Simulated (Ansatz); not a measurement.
# One shape, several levels: [NH4]+ (ammonium)

We compute a comparison of 6 runs (SVWN5/3-21G, UPBE/3-21G, revPBE/6-31G, RPA@PBE/3-21G, CCSDT/6-31G, CCSD/6-31G) of [NH4]+ (ammonium). 

Program for the calculation: Ansatz 0.2.0.

2 further runs of the same task are left out: 1 that didn't finish, 1 set aside as unsound or not needed.

## (1) The structure to begin with

The species is [NH4]+ (5 atoms), meant as a singlet with charge +1. SMILES: `[NH4+]`. The H2–N1 distance was set to 2.059 Å, away from the relaxed value. At this shape a bond of the SMILES string is far longer than usual.

Bond lengths: N1–H3 1.029 Å, N1–H4 1.030 Å, N1–H5 1.030 Å. Angles: H3–N1–H4 109.5°, H3–N1–H5 109.4°, H4–N1–H5 109.5°.

## (2) A single-point energy at SVWN5/3-21G (run 1)

Input file job.yaml:

```yaml
crystal:
  periodic: [false, false, false]
  atoms:
    - {symbol: "N", position_ang: [-0.455732, 0.450841, -0.805708]}
    - {symbol: H, position_ang: [0.455870, -0.450720, 0.805650]}
    - {symbol: H, position_ang: [-1.433712, 0.668331, -0.569148]}
    - {symbol: H, position_ang: [-0.431732, -0.186559, -1.613918]}
    - {symbol: H, position_ang: [0.042068, 1.321271, -1.039668]}
basis:
  gaussian: {orbitals: 3-21G.json}
total_charge: 1
hamiltonian: {xc: {name: SVWN5}}
accuracy: high
```

The basis set 3-21G is read from a file made from the Basis Set Exchange's data (not shown).

The run is started by

```bash
$ ansatz run job.yaml --threads 1 --pin off --max-ram 2610MiB --events-out events.jsonl --progress --plain --runs-dir runs
```

Standard output:

```text
Warning: RAYON_NUM_THREADS=1 ignored (pool sized by the plan → 1); use --threads N
Functional definition: SVWN5
  name "SVWN5"
  exchange = slater_x
  correlation = vwn5_c
333 factors; integrals over basis functions are off by at most 1.7e-8 eV
mean field evaluation 1: about -1503.0856 eV, gradient 9.9e1 eV
mean field evaluation 2: about -1459.6030 eV, gradient 1.3e2 eV
mean field evaluation 4: about -1518.9970 eV, gradient 3.1e1 eV
mean field evaluation 8: about -1522.5497 eV, gradient 2.0e-1 eV
mean field evaluation 16: about -1522.5336 eV, gradient 7.2e-6 eV
mean field -1522.53363433 eV, -55.9520790512 hartree, gradient 6.6e-8 eV, S^2 0.000000; 0 other end points of the search recorded, 0 dependent functions left out
reference -1522.53363598 eV, -55.9520791118 hartree; 5, 5 occupied and 12, 12 virtual orbitals, 333 factors
Total energy: -1522.53363598 eV, -55.9520791118 hartree
```

Wall time 0.2 s (1 thread of Intel Xeon 6975P-C (Granite Rapids), shared host).

## (3) A single-point energy at UPBE/3-21G (run 2)

Input file input.yaml:

```yaml
crystal:
  periodic: [false, false, false]
  atoms:
    - {symbol: "N", position_ang: [-0.455732, 0.450841, -0.805708]}
    - {symbol: H, position_ang: [0.455870, -0.450720, 0.805650]}
    - {symbol: H, position_ang: [-1.433712, 0.668331, -0.569148]}
    - {symbol: H, position_ang: [-0.431732, -0.186559, -1.613918]}
    - {symbol: H, position_ang: [0.042068, 1.321271, -1.039668]}
basis:
  gaussian:
    orbitals: 3-21G.json
total_charge: 1
magnetization:
  spin_polarized: true
hamiltonian:
  xc: {name: PBE}
accuracy: high
```

The basis set 3-21G is read from a file made from the Basis Set Exchange's data (not shown).

The run is started by

```bash
$ ansatz run input.yaml --threads 1 --pin off --max-ram 2610MiB --events-out events.jsonl --progress --plain --runs-dir runs
```

Standard output:

```text
Warning: RAYON_NUM_THREADS=1 ignored (pool sized by the plan → 1); use --threads N
Functional definition: PBE
  name "PBE"
  parameter kappa = 0.804
  parameter beta = 0.06672455060314922
  exchange = pbe_x(kappa = kappa, mu = beta*pi^2/3)
  correlation = pbe_c(beta = beta)
333 factors; integrals over basis functions are off by at most 1.7e-8 eV
mean field evaluation 1: about -1515.0231 eV, gradient 6.7e1 eV
mean field evaluation 2: about -1473.2149 eV, gradient 8.9e1 eV
mean field evaluation 4: about -1529.0792 eV, gradient 2.4e1 eV
mean field evaluation 8: about -1533.7183 eV, gradient 3.0e-1 eV
mean field evaluation 16: about -1533.7022 eV, gradient 2.3e-6 eV
mean field evaluation 32: about -1533.7053 eV, gradient 5.0e-4 eV
mean field -1533.70534571 eV, -56.3626318722 hartree, gradient 2.9e-8 eV, S^2 0.069723; 3 other end points of the search recorded, 0 dependent functions left out
reference -1533.70534748 eV, -56.3626319371 hartree; 5, 5 occupied and 12, 12 virtual orbitals, 333 factors
Total energy: -1533.70534748 eV, -56.3626319371 hartree
```

Wall time 0.94 s (1 thread of Intel Xeon 6975P-C (Granite Rapids), shared host); peak memory 0.11 GiB.

Runs 3 to 5 aren't shown in full; the table further down has their settings and results.

## (4) A single-point energy at CCSD/6-31G (run 6)

Input file run.yaml:

```yaml
crystal:
  periodic: [false, false, false]
  atoms:
    - symbol: "N"
      position_ang: [-0.455732, 0.450841, -0.805708]
    - symbol: H
      position_ang: [0.455870, -0.450720, 0.805650]
    - symbol: H
      position_ang: [-1.433712, 0.668331, -0.569148]
    - symbol: H
      position_ang: [-0.431732, -0.186559, -1.613918]
    - symbol: H
      position_ang: [0.042068, 1.321271, -1.039668]
basis:
  gaussian: {orbitals: 6-31G}
total_charge: 1
correlation: {method: ccsd, frozen_orbitals: {H: 0, "N": 1}}
accuracy: high
scf: {omitted_lower_state_checks: [cluster_reference, increment]}
```

The run is started by

```bash
$ ansatz run run.yaml --threads 1 --pin off --max-ram 2610MiB --events-out events.jsonl --progress --plain --runs-dir runs
```

Standard output:

```text
Warning: RAYON_NUM_THREADS=1 ignored (pool sized by the plan → 1); use --threads N
[... 11 lines left out ...]
1 core orbitals not correlated: weight in the atoms' cores, before any rotation towards them, 1.000 or more for the frozen orbitals, at most 0.000 for the correlated occupied ones
[... 24 lines left out ...]
Total energy: -1537.20708798 eV, -56.4913185269 hartree
Checks for a lower state left out: cluster_reference, increment
```

It took 0.12 s on 1 thread of Intel Xeon 6975P-C (Granite Rapids), shared host.

## (5) All runs side by side

| run | level | frozen core orbitals | energy (Eh) | wall time |
| --- | --- | --- | --- | --- |
| 1 | SVWN5/3-21G | – | -55.952079 | 0.2 s |
| 2 | UPBE/3-21G | – | -56.362632 | 0.94 s |
| 3 | revPBE/6-31G | – | -56.714191 | 0.34 s |
| 4 | RPA@PBE/3-21G | 1 | -56.280103 | 0.56 s |
| 5 | CCSDT/6-31G | 1 | -56.495612 | 0.2 s |
| 6 | CCSD/6-31G | 1 | -56.491319 | 0.12 s |

## (6) What came out

| quantity | value |
| --- | --- |
| run 6: total energy | -56.49132 Eh |
| run 6: correlation energy (1 core orbital frozen) | -168.2 mEh |
| run 6: T1 diagnostic | 0.045 |

What this shows: Totals of different functionals can't be ranked against each other. In run 6 the T1 diagnostic is large, so a single reference may not serve. In runs 4, 5, 6 the log says that unrestricted orbitals would lower the reference, so the values rest on an unstable closed-shell determinant (other closed-shell runs at this shape may share the fault). All runs together took 2.4 s, the longest 0.94 s.
